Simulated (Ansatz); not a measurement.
# Property card for Re3W

These are results of Ansatz 0.2.0, DFT r2SCAN, scalar-relativistic, plane waves, PAW, not measurements.

Plane waves to 500 eV, a k mesh through Γ of 16×16×16 on the computed 4-atom cell and Gaussian smearing (0.10 eV); no spin polarisation.

The structure is relaxed at this level of theory with its symmetry kept. Whether it is the stable form of this composition wasn't checked.

Symmetry: I4/mmm, No. 139, tetragonal system. The conventional cell has a = 3.920 Å, b = 3.920 Å, c = 7.847 Å, α = 90.00°, β = 90.00°, γ = 90.00°. Re (site symmetry -4m2) is surrounded by 8 Re at 2.77 Å and 4 W at 2.77 Å. Around Re (site symmetry 4/mmm) lie 4 W at 2.77 Å and 8 Re at 2.77 Å. W (site symmetry 4/mmm) has 12 Re at 2.77 Å as nearest neighbours.

| Item | Value |
| --- | --- |
| Volume per atom | 15.08 Å³ |
| Formation energy from the elements' standard states (uncorrected) | +0.143 eV/atom |
| Generalised Kohn–Sham band gap | none (metal) |
| Density of states at the Fermi level | 2.85 states/eV per cell |
| Löwdin character within 0.5 eV of the Fermi level | Re 5d 73 %, W 5d 18 %, unprojected 5 % |
| Bader charges (e) | Re (2 in the cell) -0.21, Re (1 in the cell) -0.19, W (1 in the cell) 0.62 |

Spin-orbit coupling is left out, which matters for the bands of heavy elements.

Cost: 1 run of about 4.7 core-minutes, on Arm Neoverse V2 (shared hosts).